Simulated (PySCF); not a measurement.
## `InChI=1S/C4H4S2/c1-2-6-4-3-5-1/h1-4H`

Geometry (Å), atoms numbered from 1 in this order:
```xyz
10

C    -1.1655    0.8876   -0.2495
C    -1.4023   -0.4270   -0.2565
S    -0.1758   -1.6418   -0.6160
C     1.2309   -0.9007    0.1457
C     1.4682    0.4139    0.1540
S     0.4073    1.6060   -0.5960
H    -1.9471    1.6005    0.0297
H    -2.3836   -0.8262    0.0173
H     1.8921   -1.5963    0.6712
H     2.3291    0.8298    0.6862
```

Computed, not measured: GIAO B3LYP/aug-pcSseg-1 magnetisability, rotational g tensor and spin-rotation constants, non-relativistic, gas phase in PySCF. Geometry: PBE0-D3(BJ)/def2-SVP.

Question: Give the nuclear spin-rotation constants along the inertial axes (H = +C I·J) beside the isotropic shieldings.

Answer: Rotational constants 4.2829, 2.3807, 1.6359 GHz. A star marks the isotopologue with that one atom substituted, in its own axes.
```tsv
atom	isotope	Caa (kHz)	Cbb (kHz)	Ccc (kHz)	mean (kHz)	σ (ppm)
H7	1H	-0.232	0.065	-0.146	-0.104	25.3
H8	1H	-0.231	0.065	-0.146	-0.104	25.3
H9	1H	-0.232	0.065	-0.146	-0.104	25.3
H10	1H	-0.231	0.065	-0.146	-0.104	25.3
C1	13C*	1.370	1.097	0.324	0.930	46.6
S3	33S*	1.762	0.579	0.454	0.931	382.5
```
For the geometry as given, no vibrational averaging.

Question: How do the rotational constants and the g tensor change when H7, H8, H9, H10 are replaced by deuterium?

Answer: Constants 3.6268, 2.2939, 1.5110 GHz; g -0.0471, -0.0280, -0.0074, against -0.0556, -0.0290, -0.0080 before.
